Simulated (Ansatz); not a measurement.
C3H9NO (`CCC(N)O`). Total charge 0; spin multiplicity 1. The geometry is a stationary point of PBE0-D4/def2-TZVP. It is one conformer, not always the lowest.

```xyz
14

C     1.490    0.108    1.066
C     0.690    0.284   -0.211
C    -0.698   -0.329   -0.146
N    -1.482   -0.217   -1.355
O    -1.386    0.312    0.901
H     1.620   -0.952    1.305
H     2.485    0.551    0.974
H     0.982    0.579    1.908
H     1.217   -0.170   -1.057
H     0.571    1.349   -0.441
H    -0.602   -1.407    0.066
H    -1.186   -0.891   -2.050
H    -1.389    0.710   -1.755
H    -2.313    0.073    0.795
```

Q: What is the dipole moment at B3LYP/def2-TZVPP? (Best estimate.)

A: The calculation gave: 1.74 D, with components (0.47, -0.62, -1.55) D in this frame, pointing from negative to positive charge.

Q: And with PBE, r2SCAN, ωB97M-V? (An estimate is asked.)

A: Computed: PBE 1.66 D, r2SCAN 1.70 D, ωB97M-V 1.75 D.

Q: Give the Mulliken charges with B3LYP, PBE, r2SCAN in def2-TZVPP. (An estimate is asked.)

A: Computed: 
```csv
atom,B3LYP,PBE,r2SCAN
C1,-0.25,-0.26,-0.15
C2,-0.06,-0.06,0.02
C3,0.18,0.12,0.25
N4,-0.33,-0.32,-0.36
O5,-0.34,-0.30,-0.36
H6,0.06,0.07,0.03
H7,0.08,0.08,0.04
H8,0.10,0.10,0.06
H9,0.04,0.05,0.00
H10,0.04,0.04,0.00
H11,0.05,0.04,0.01
H12,0.12,0.13,0.13
H13,0.12,0.13,0.14
H14,0.18,0.18,0.20
```

B3LYP here is the variant with VWN-RPA as its local correlation; programs differ in this.
